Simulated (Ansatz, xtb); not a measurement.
Relative energy of two isomers of C3H7O2+

Structure I: `CC[C+](O)O`, a singlet. Structure II: `CO[C+](C)O`, a singlet. Both are isolated ions in the gas phase, relaxed with r2SCAN-D4/def2-SVP, each in the lowest conformer that the search found.

Problem. Which of the two would you expect CCSD(T)/def2-SVP + ΔMP2/def2-TZVPP electronic energies to favour?

Solution. Structure I; the calculation gives E(II) − E(I) = +17.5 kJ/mol.

The same difference at several levels:

| level | geometry | E(II) − E(I) (kJ/mol) | departure from the last row (kJ/mol) | job, with rough time for the two |
| --- | --- | --- | --- | --- |
| r2SCAN-D4/def2-SVP | r2SCAN-D4/def2-SVP | +20.6 | +3.1 | optimisation, 3.1 min |
| HF/def2-SVP | r2SCAN-D4/def2-SVP | +12.9 | −4.6 | part of the CCSD(T) run |
| MP2/def2-SVP | r2SCAN-D4/def2-SVP | +24.5 | +7.0 | part of the CCSD(T) run |
| CCSD(T)/def2-SVP | r2SCAN-D4/def2-SVP | +19.6 | +2.1 | single point |
| CCSD(T)/def2-SVP + ΔMP2/def2-TZVPP | r2SCAN-D4/def2-SVP | +17.5 |  | single point, 59 s |

As drawn, II has 1 C–O, 1 C–H in place of 1 C–C, 1 O–H.

None of the levels shown reverses the order. The largest departure from CCSD(T)/def2-SVP + ΔMP2/def2-TZVPP is that of MP2/def2-SVP, 7.0 kJ/mol. Levels run at GFN2-xTB geometries aren't shown. The last row adds to CCSD(T) the change of the MP2 difference between the two basis sets, here −2.1 kJ/mol.

With harmonic frequencies from r2SCAN-D4/def2-SVP (ideal gas, rigid rotor, one conformer each, 298.15 K, 1 atm): on the last row, ΔE + ΔZPE = +15.5 kJ/mol. A mode under 50 cm⁻¹ makes harmonic enthalpies and free energies unreliable, so none is given.

The correlated steps freeze 5 core orbitals. Run with Ansatz 0.2.0; the last row on 2 threads of Intel(R) Xeon(R) Processor @ 2.50GHz (Skylake/Cascade Lake) on a shared host.
